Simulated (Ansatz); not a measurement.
Relaxed structures of CH$_{4}$BO (charge -1), closed shell (PBE0-D4/def2-TZVPD; forces vanish, vibrations not checked; lower isomers may exist, and structures with a doubtful reference or unclear bonds are left out; Å). Program: Ansatz 0.2.0. Basis: def2-TZVPPD. Cores are frozen in the correlated methods.

Rank them by CCSD(T) energy, lowest first, and give each one's height above the lowest. Links in brackets join atoms within 1.22 times the sum of their covalent radii (1.1 for two metals). (An estimate is asked for; the value comes from the calculation.)
A.
CH₄BO ([BH][CH2][OH]), total charge -1
```
7
angstrom
C -0.5072 0.2639 -0.3368
B 0.4331 -0.8598 0.2437
O -0.6482 1.5356 0.3760
H -1.5152 -0.1655 -0.4605
H -0.1682 0.4874 -1.3622
H -0.0676 1.4068 1.1357
H 0.9295 -0.4011 1.3002
```
B.
CH₄BO ([CH3][B][OH]), total charge -1
```
7
angstrom
C -0.5416 0.3593 -0.1559
B 0.6816 -0.5168 0.3849
O 1.6250 -0.7170 -0.6236
H -1.4786 -0.1980 -0.0384
H -0.4244 0.6506 -1.2191
H -0.6500 1.2642 0.4538
H 2.3236 -1.2426 -0.2382
```
C.
CH₄BO ([CH3][BH][O]), total charge -1
```
7
angstrom
C -0.5623 0.3782 -0.1758
B 0.7694 -0.4937 0.1709
O 1.7223 -0.7676 -0.6460
H -1.4733 -0.2151 -0.0047
H -0.5695 0.7324 -1.2144
H -0.6439 1.2507 0.4900
H 0.7573 -0.8848 1.3800
```

The calculation gives: C (0.00 kcal/mol), B (50.42 kcal/mol), A (102.61 kcal/mol). Heights count from the lowest.

No T1 diagnostic of these runs exceeds 0.018. The restricted Hartree–Fock reference is unstable towards an unrestricted one at one or more of these structures.

For scale, one of the runs: CCSD(T)/def2-TZVPPD, 182 basis functions, launched by `ansatz run in.yaml --threads 2 --pin off --events-out ev --progress --plain --max-ram 4352MiB`. The run took 38 s on 2 CPU threads of an Arm Neoverse V2 (shared host), with 1.9 GiB of host memory at its peak.
